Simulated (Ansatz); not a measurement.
# CH₃ClF radical (built from SMILES CF.[Cl]): a short trajectory

Aim: follow the atoms for 80 steps of 0.75 fs at constant energy, with velocities drawn for 200 K, and see to which side of the barrier the system falls.

Computed with Ansatz 0.2.0, Gaussian basis. Level: PBE0-D4/def2-SVP, unrestricted.

## (1) Starting geometry

The start, a first-order saddle point found at PBE0-D4 in triple zeta: 6 atoms, charge 0, spin multiplicity 2.

Atoms are counted from 1 here; the program's logs count them from 0.

Bond lengths: H1–Cl4 1.450 Å, C2–F3 1.328 Å, C2–H5 1.089 Å, C2–H6 1.089 Å. Angles: F3–C2–H5 113.1°, F3–C2–H6 113.1°, H5–C2–H6 119.0°.

Coordinates:

| atom | x (Å) | y (Å) | z (Å) |
| --- | --- | --- | --- |
| H1 | -0.69017 | 0.02063 | -0.46723 |
| C2 | 0.48111 | 0.03911 | 0.31592 |
| F3 | 0.71977 | -1.20657 | 0.70912 |
| Cl4 | -1.89076 | 0.04948 | -1.27968 |
| H5 | 0.17349 | 0.69256 | 1.13034 |
| H6 | 1.20667 | 0.40480 | -0.40847 |

## (2) The run

md/in.yaml reads:

```yaml
crystal:
  periodic: [false, false, false]
  atoms:
    - {symbol: H, position_ang: [-0.690174, 0.020627, -0.467229]}
    - {symbol: C, position_ang: [0.481105, 0.039106, 0.315920]}
    - {symbol: F, position_ang: [0.719770, -1.206567, 0.709118]}
    - {symbol: Cl, position_ang: [-1.890759, 0.049476, -1.279679]}
    - {symbol: H, position_ang: [0.173486, 0.692564, 1.130340]}
    - {symbol: H, position_ang: [1.206673, 0.404795, -0.408470]}
basis:
  gaussian: {orbitals: def2-SVP}
magnetization: {spin_polarized: true, initial_magnetization: 1}
hamiltonian: {xc: pbe0, dispersion: d4}
md: {n_steps: 80, timestep: 0.75, temperature: 200, ensemble: nve, seed: 578, initial_velocities: maxwell_boltzmann}
```

Launch:

```sh
> ansatz run in.yaml --threads 2 --pin off --events-out ev --progress --plain --max-ram 4352MiB
```

What does the calculation give? Wanted: temperature at the start; mean temperature, second half; lowest and highest potential energy, from the first frame; largest change of potential + kinetic.

As calculated:

```
                                                 quantity              value
                                                   length  80 steps, 60.0 fs
                                 temperature at the start              200 K
                            mean temperature, second half              106 K
lowest and highest potential energy, from the first frame       0 and 86 meV
                    largest change of potential + kinetic            0.9 meV
```

In words: By the last frame it has not clearly left the saddle region. With no thermostat the total energy should stay fixed; it holds within 0.9 meV, small beside the kinetic energy, so the time step serves. The temperature runs between 34 and 200 K.
